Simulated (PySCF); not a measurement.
**EPR parameters of C4H3ClF**

C₄H₃ClF (doublet state).
SMILES with atom numbers: `[CH2:1]=[C:2]1[C:3]([Cl:4])[C@@H:5]1[F:6]` (hydrogens: H7, H8 on C1; H9 on C5)

Level of theory: PySCF, UKS B3LYP, pcH-1 on C Cl F H, non-relativistic, mean-field spin-orbit, GIAO. Geometry: GFN2-xTB; no solvent, vibrations or thermal averaging. The geometry wasn't refined by DFT: couplings that depend on bond lengths, twists or pyramidal angles can differ widely from those at the functional's own minimum. Stability of the SCF solution: not tested.

| Property | Result |
| --- | --- |
| g1, g2, g3 | 2.00188, 2.00562, 2.00637 |
| g_iso | 2.00462 |
| Form of g | rhombic: the two nearest values differ by 17 % of g3 − g1 |
| ⟨S²⟩ | 0.7723 (exact 0.7500) |
| α and β electrons | 27, 26 |
| HOMO–LUMO gap, α and β orbitals | 6.44, 4.94 eV |
| Total energy | -714.15436 Eh |

Hyperfine couplings atom by atom, in MHz; T1 to T3 are the principal values of the dipolar part; ρ(0) is the spin density at the nucleus:

| atom | isotope | a_iso | of which spin–orbit | T1 | T2 | T3 | Mulliken spin population | ρ(0) (bohr⁻³) |
| --- | --- | --- | --- | --- | --- | --- | --- | --- |
| C1 | 13C | 52.0 | -0.1 | -50.5 | -49.6 | 100.1 | 0.67 | 0.0464 |
| C2 | 13C | -49.4 | 0.0 | -27.2 | 7.1 | 20.1 | -0.23 | -0.0439 |
| C3 | 13C | 75.7 | 0.4 | -49.8 | -46.0 | 95.7 | 0.52 | 0.0670 |
| Cl4 | 35Cl | 6.9 | 0.0 | -21.0 | -14.8 | 35.8 | 0.07 | 0.0158 |
| C5 | 13C | -8.3 | 0.0 | -3.2 | -0.6 | 3.8 | -0.02 | -0.0074 |
| F6 | 19F | 87.9 | 0.7 | -50.8 | -35.8 | 86.5 | 0.01 | 0.0207 |
| H7 | 1H | -41.9 | 0.0 | -23.9 | -0.8 | 24.7 | -0.03 | -0.0094 |
| H8 | 1H | -40.3 | 0.0 | -22.6 | -1.2 | 23.9 | -0.03 | -0.0090 |
| H9 | 1H | 32.9 | 0.0 | -2.5 | -1.6 | 4.1 | 0.02 | 0.0074 |

Largest spin populations (Mulliken): C1 (+0.67), C3 (+0.52), C2 (-0.23) and Cl4 (+0.07). The angles at C1 add up to 360.0°, so it is planar; its axial dipolar tensor and the negative couplings of its protons fit spin in a p orbital normal to that plane.

The SMILES `C=C1[C](Cl)[C@@H]1F` draws the unpaired electron on C3, whose computed spin population is only +0.52.

Axes: g2 points within 4° of the C2–C5 bond and g3 points within 4° of the C3–Cl4 bond.

Under fast tumbling the dipolar parts average out, and these isotropic splittings remain: 1 × 19F (F6, I = 1/2, 2 lines) with 3.13 mT, 1 × 1H (H7, I = 1/2, 2 lines) with 1.50 mT, 1 × 1H (H8, I = 1/2, 2 lines) with 1.44 mT, 1 × 1H (H9, I = 1/2, 2 lines) with 1.17 mT and 1 × 35Cl (Cl4, I = 3/2, 4 lines) with 0.24 mT.

Main isotope only: 35Cl (natural samples also hold 24 % 37Cl, magnetic too, which adds its own pattern).

The 13C coupling of C3 (75.7 MHz) shows only in satellite lines or after enrichment, since that isotope makes up about 1.07 % of natural carbon.

Hardware: Arm Neoverse V2, one thread, shared host with 96 logical CPUs at a one-minute load of 74. Cost: 28 s (with the writing of density and orbital grids), 0.72 GiB resident at most.
